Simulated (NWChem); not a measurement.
Correlation energy of propene (C3H6)

```xyz
9

C      0.2514     1.2161     0.0000
C     -0.4594    -0.0966     0.0000
C      0.1256    -1.2953     0.0000
H     -0.0241     1.8172    -0.8830
H     -0.0241     1.8172     0.8830
H      1.3441     1.0885     0.0000
H     -1.5565    -0.0506     0.0000
H      1.2160    -1.3996     0.0000
H     -0.4609    -2.2178     0.0000
```
Charge 0, spin multiplicity 1.

Program: NWChem. All single points use one geometry, from PBE0/def2-SVP, a minimum by its harmonic frequencies.

Basis set: def2-SVP. Each correlation energy counts from its own Hartree-Fock reference.

The correlated methods keep 3 core orbitals frozen. No row is a measurement; the coupled-cluster row has its own basis-set and correlation limits.

Q: One of these methods gave a correlation energy of -417.7 mHa. Which?
A) SCS-MP2
B) MP2
C) CCSD
D) CR-CCSD[T]

A: B, MP2. The others give -421.1 (SCS-MP2), -471.3 (CR-CCSD[T]), -459.5 (CCSD).
